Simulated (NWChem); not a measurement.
The numbers come from NWChem runs, not from measurements. System: nitrogen trifluoride (F₃N), charge 0, spin multiplicity 1, at a geometry optimised with B3LYP/def2-SVP. Level: RHF/6-31G* (spherical d).

Job file:

```
start mol
memory heap 200 mb stack 800 mb global 1000 mb
geometry units angstroms nocenter noautoz
  F      0.616153    -0.118856     1.065783
  N     -0.003236     0.474531     0.000000
  F      0.616153    -0.118856    -1.065783
  F     -1.229789    -0.131368     0.000000
  symmetry group Cs
end
basis spherical
  * library 6-31g*
end
scf
  rhf
  nopen 0
  maxiter 100
  thresh 1e-7
  semidirect memsize 60000000 filesize 0
end
task scf energy
```

NWChem printed:

```
             Northwest Computational Chemistry Package (NWChem) 7.3.0
             --------------------------------------------------------

                                NWChem Input Module
                                -------------------

 Scaling coordinates for geometry "geometry" by  1.889725989
 (inverse scale =  0.529177249)

 Turning off AUTOSYM since
 SYMMETRY directive was detected!

                             Geometry "geometry" -> ""
                             -------------------------

 Output coordinates in angstroms (scale by  1.889725989 to convert to a.u.)

  No.       Tag          Charge          X              Y              Z
 ---- ---------------- ---------- -------------- -------------- --------------
    1 F                    9.0000     0.61615300    -0.11885600     1.06578300
    2 N                    7.0000    -0.00323600     0.47453100     0.00000000
    3 F                    9.0000     0.61615300    -0.11885600    -1.06578300
    4 F                    9.0000    -1.22978900    -0.13136800     0.00000000

 Effective nuclear repulsion energy (a.u.)     133.4330224052

            Nuclear Dipole moment (a.u.)
            ----------------------------
        X                 Y               Z
 ---------------- ---------------- ----------------
     0.0000018897    -0.0000056692     0.0000000000

      Symmetry information
      --------------------

 Group name             Cs
 Group number              2
 Group order               2
 No. of unique centers     3

      Symmetry unique atoms

     1    2    4


 Summary of "ao basis" -> "" (spherical)
 ------------------------------------------------------------------------------
       Tag                 Description            Shells   Functions and Types
 ---------------- ------------------------------  ------  ---------------------
 *                           6-31g*                   on all atoms

 Summary of "ao basis" -> "ao basis" (spherical)
 ------------------------------------------------------------------------------
       Tag                 Description            Shells   Functions and Types
 ---------------- ------------------------------  ------  ---------------------
 F                           6-31g*                  6       14   3s2p1d
 N                           6-31g*                  6       14   3s2p1d

                                 NWChem SCF Module
                                 -----------------

  ao basis        = "ao basis"
  functions       =    56
  atoms           =     4
  closed shells   =    17
  open shells     =     0
  charge          =   0.00
  wavefunction    = RHF
  use symmetry    = T
  symmetry adapt  = T

 Summary of "ao basis" -> "ao basis" (spherical)
 ------------------------------------------------------------------------------
       Tag                 Description            Shells   Functions and Types
 ---------------- ------------------------------  ------  ---------------------
 F                           6-31g*                  6       14   3s2p1d
 N                           6-31g*                  6       14   3s2p1d

      Symmetry analysis of basis
      --------------------------

        a'         34
        a"         22

 Forming initial guess at       0.0s

      Superposition of Atomic Density Guess
      -------------------------------------

 Sum of atomic energies:        -352.41073431

      Non-variational initial energy
      ------------------------------

 Total energy =    -352.807554
 1-e energy   =    -757.942700
 2-e energy   =     271.702124
 HOMO         =      -0.323349
 LUMO         =       0.189671

      Symmetry analysis of molecular orbitals - initial
      -------------------------------------------------

  Numbering of irreducible representations:

     1 a'          2 a"

  Orbital symmetries:

     1 a'          2 a'          3 a"          4 a'          5 a'
     6 a'          7 a"          8 a'          9 a'         10 a"
    11 a'         12 a'         13 a"         14 a'         15 a"
    16 a"         17 a'         18 a"         19 a'         20 a'
    21 a'         22 a"         23 a'         24 a'         25 a'
    26 a"         27 a'

 Starting SCF solution at       0.2s

 ----------------------------------------------
         Quadratically convergent ROHF

 Convergence threshold     :          1.000E-07
 Maximum no. of iterations :          100
 Final Fock-matrix accuracy:          1.000E-09
 ----------------------------------------------

              iter       energy          gnorm     gmax       time
             ----- ------------------- --------- --------- --------
                 1     -352.3340673533  1.87D+00  5.42D-01      0.2
                 2     -352.5071455652  4.18D-01  1.79D-01      0.2
                 3     -352.5255544690  2.06D-01  7.48D-02      0.3
                 4     -352.5309517218  8.16D-03  1.87D-03      0.3
                 5     -352.5309579207  2.93D-05  1.09D-05      0.4
                 6     -352.5309579209  2.73D-09  1.75D-09      0.5

       Final RHF  results
       ------------------

         Total SCF energy =   -352.530957920874
      One-electron energy =   -756.276078281385
      Two-electron energy =    270.312097955302
 Nuclear repulsion energy =    133.433022405210

        Time for solution =      0.2s

       Symmetry analysis of molecular orbitals - final
       -----------------------------------------------

  Numbering of irreducible representations:

     1 a'          2 a"

  Orbital symmetries:

     1 a'          2 a'          3 a"          4 a'          5 a'
     6 a'          7 a"          8 a'          9 a'         10 a"
    11 a'         12 a'         13 a"         14 a'         15 a"
    16 a"         17 a'         18 a"         19 a'         20 a'
    21 a'         22 a"         23 a'         24 a'         25 a'
    26 a"         27 a'

             Final eigenvalues
             -----------------

              1
    1  -26.3850
    2  -26.3850
    3  -26.3850
    4  -15.9086
    5   -1.7883
    6   -1.6499
    7   -1.6499
    8   -1.1114
    9   -0.8446
   10   -0.8446
   11   -0.8377
   12   -0.7328
   13   -0.7328
   14   -0.6745
   15   -0.6745
   16   -0.6735
   17   -0.5480
   18    0.2562
   19    0.2562
   20    0.2766
   21    0.8025
   22    0.8025
   23    0.8411
   24    0.9800
   25    1.3130
   26    1.3130
   27    1.3784

                       ROHF Final Molecular Orbital Analysis
                       -------------------------------------

 Vector   15  Occ=2.000000D+00  E=-6.744888D-01  Symmetry=a"
              MO Center=  2.1D-01, -8.3D-02, -2.9D-11, r^2= 1.9D+00
   Bfn.  Coefficient  Atom+Function         Bfn.  Coefficient  Atom+Function
  ----- ------------  ---------------      ----- ------------  ---------------
     5      0.374385  1 F  pz                33      0.374385  3 F  pz
    47      0.317640  4 F  pz                 9      0.275890  1 F  pz
    37      0.275890  3 F  pz                51      0.223298  4 F  pz
     4      0.198348  1 F  py                32     -0.198348  3 F  py

 Vector   16  Occ=2.000000D+00  E=-6.735304D-01  Symmetry=a"
              MO Center=  3.7D-03, -1.2D-01,  1.9D-13, r^2= 1.9D+00
   Bfn.  Coefficient  Atom+Function         Bfn.  Coefficient  Atom+Function
  ----- ------------  ---------------      ----- ------------  ---------------
    47      0.403944  4 F  pz                 3      0.350576  1 F  px
    31     -0.350576  3 F  px                51      0.280688  4 F  pz
     7      0.243589  1 F  px                35     -0.243589  3 F  px
     5     -0.203578  1 F  pz                33     -0.203578  3 F  pz

 Vector   17  Occ=2.000000D+00  E=-5.480181D-01  Symmetry=a'
              MO Center= -2.5D-03,  3.7D-01,  9.5D-16, r^2= 1.4D+00
   Bfn.  Coefficient  Atom+Function         Bfn.  Coefficient  Atom+Function
  ----- ------------  ---------------      ----- ------------  ---------------
    18      0.481458  2 N  py                20      0.465848  2 N  s
     4     -0.279713  1 F  py                32     -0.279713  3 F  py
    46     -0.280231  4 F  py                 8     -0.228214  1 F  py
    36     -0.228214  3 F  py                50     -0.228880  4 F  py
    22      0.204533  2 N  py                16      0.192172  2 N  s

 Vector   18  Occ=0.000000D+00  E= 2.562074D-01  Symmetry=a"
              MO Center=  8.1D-02,  3.9D-01, -2.7D-12, r^2= 1.4D+00
   Bfn.  Coefficient  Atom+Function         Bfn.  Coefficient  Atom+Function
  ----- ------------  ---------------      ----- ------------  ---------------
    23      0.895402  2 N  pz                19      0.611173  2 N  pz
     6     -0.426251  1 F  s                 34      0.426251  3 F  s
     7      0.239321  1 F  px                35     -0.239321  3 F  px
     9      0.233791  1 F  pz                37      0.233791  3 F  pz
     8     -0.228913  1 F  py                36      0.228913  3 F  py

 Vector   19  Occ=0.000000D+00  E= 2.562286D-01  Symmetry=a'
              MO Center= -8.6D-02,  3.9D-01,  2.8D-12, r^2= 1.4D+00
   Bfn.  Coefficient  Atom+Function         Bfn.  Coefficient  Atom+Function
  ----- ------------  ---------------      ----- ------------  ---------------
    21      0.895437  2 N  px                17      0.611157  2 N  px
    48      0.492032  4 F  s                 49      0.369026  4 F  px
    50      0.268675  4 F  py                 6     -0.246327  1 F  s
    34     -0.246327  3 F  s                 45      0.244557  4 F  px
     9      0.237969  1 F  pz                37     -0.237969  3 F  pz

 Vector   20  Occ=0.000000D+00  E= 2.765773D-01  Symmetry=a'
              MO Center= -6.0D-04,  2.3D-02, -3.0D-15, r^2= 1.3D+00
   Bfn.  Coefficient  Atom+Function         Bfn.  Coefficient  Atom+Function
  ----- ------------  ---------------      ----- ------------  ---------------
    20      0.885978  2 N  s                 22     -0.605280  2 N  py
    18     -0.486841  2 N  py                16      0.425337  2 N  s
    49     -0.400734  4 F  px                 6     -0.374871  1 F  s
    34     -0.374871  3 F  s                 48     -0.375361  4 F  s
     9      0.347157  1 F  pz                37     -0.347157  3 F  pz

 center of mass
 --------------
 x =   0.00006668 y =  -0.00976929 z =   0.00000000

 moments of inertia (a.u.)
 ------------------
         168.469461229493          -0.946893313138           0.000000000000
          -0.946893313138         308.249117563761           0.000000000000
           0.000000000000           0.000000000000         168.462061485783

  Mulliken analysis of the total density
  --------------------------------------

    Atom       Charge   Shell Charges
 -----------   ------   -------------------------------------------------------
    1 F    9     9.33   2.00  0.95  3.24  1.06  2.06  0.03
    2 N    7     6.01   2.00  0.93  1.95  0.53  0.49  0.12
    3 F    9     9.33   2.00  0.95  3.24  1.06  2.06  0.03
    4 F    9     9.33   2.00  0.95  3.24  1.06  2.06  0.03

       Multipole analysis of the density wrt the origin
       ------------------------------------------------

     L   x y z        total         open         nuclear
     -   - - -        -----         ----         -------
     0   0 0 0     -0.000000      0.000000     34.000000

     1   1 0 0     -0.000912      0.000000      0.000002
     1   0 1 0      0.124095      0.000000     -0.000006
     1   0 0 1      0.000000      0.000000      0.000000

     2   2 0 0    -14.870392      0.000000     73.010780
     2   1 1 0     -0.002081      0.000000      0.446535
     2   1 0 1     -0.000000      0.000000      0.000000
     2   0 2 0    -14.564034      0.000000      7.091624
     2   0 1 1     -0.000000      0.000000      0.000000
     2   0 0 2    -14.870522      0.000000     73.014271

 Task  times  cpu:        0.5s     wall:        0.5s

 Total times  cpu:        0.5s     wall:        0.5s
```
